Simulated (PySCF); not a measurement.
Geometries of 2 isomers of C5H7F, from PySCF 2.14.0, PBE0-D3(BJ)/def2-SVP geometry optimisation, gas phase. One conformer each, no zero-point energy, no frequencies.

Question: Which is lower in electronic energy at this level?
A.
```xyz
13
angstrom
C      2.174    0.421    0.481
C      1.267    0.139   -0.454
C      0.058   -0.727   -0.249
C     -1.224    0.007   -0.504
C     -2.162    0.172    0.421
F     -3.294    0.831    0.189
H      3.033    1.063    0.268
H      2.091    0.021    1.496
H      1.385    0.568   -1.458
H      0.064   -1.140    0.773
H      0.119   -1.591   -0.937
H     -1.394    0.442   -1.495
H     -2.100   -0.209    1.446
```
B.
```xyz
13
angstrom
C     -1.868    0.000    0.377
C     -0.744    0.314   -0.599
C      0.593   -0.067   -0.108
C      1.366   -0.566    0.827
C      2.036   -0.067   -0.376
F      2.726    1.127   -0.317
H     -1.723    0.535    1.328
H     -2.844    0.296   -0.034
H     -1.907   -1.076    0.603
H     -0.717    1.392   -0.836
H     -0.911   -0.186   -1.570
H      1.479   -1.007    1.815
H      2.524   -0.711   -1.123
```

Answer: A. That is `C(C/C=C/F)=C`, 13.6 kcal/mol below the other.

| SMILES | atoms numbered as above | E (Eh) | relative (kcal/mol) | relative (kJ/mol) | dipole (D) |
| --- | --- | --- | --- | --- | --- |
| C=CC/C=C/F | [CH2:1]=[CH:2][CH2:3]/[CH:4]=[CH:5]/[F:6] | -293.98660 | 0.0 | 0.0 | 1.34 |
| CCC1=C[C@@H]1F | [CH3:1][CH2:2][C:3]1=[CH:4][C@@H:5]1[F:6] | -293.96488 | 13.6 | 57.0 | 2.45 |

As drawn, the higher has a three-membered ring, which the lower lacks.
